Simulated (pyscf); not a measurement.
# Routes from HO–PH–PH₂

Candidate steps break at most two bonds and form at most two. Each was searched with GFN2-xTB (tblite) first. PySCF, gas phase, ωB97X-D3(BJ)/def2-SVP geometries. MP2 and CC: frozen core, UHF for open shells. ΔMP2 is the change of the MP2 total energy from the triple- to the quadruple-zeta basis. Energies: CCSD(T)/def2-TZVPP + ΔMP2(QZVPP), kJ/mol, from the reactant's lowest minimum found, singlet surface.

```json
[
 {"products": "HP=PH + H₂O", "type": "elimination", "ΔE‡": "182.0", "ΔE": "+77.7", "ΔG‡ 298 K": "176.2", "ΔG‡ 900 K": "186.8", "ν‡ (cm⁻¹)": "1442i"},
 {"products": "O=PH + PH₃", "type": "elimination", "ΔE‡": "196.9", "ΔE": "+129.5", "ΔG‡ 298 K": "184.6", "ΔG‡ 900 K": "193.9", "ν‡ (cm⁻¹)": "1418i"}
]
```

Row 2: On the product side the descent ends in a bound adduct, 35.9 kJ/mol under the separated species and 83.9 kJ/mol under the saddle at ωB97X-D3(BJ)/def2-TZVP. 

Plain bond fissions and candidates not yet searched are not listed, and one of them may be faster. Each barrier is that of the saddle found; lower ones may exist. The CCSD(T) − MP2 part came from Ansatz, without density fitting, on the same reference.
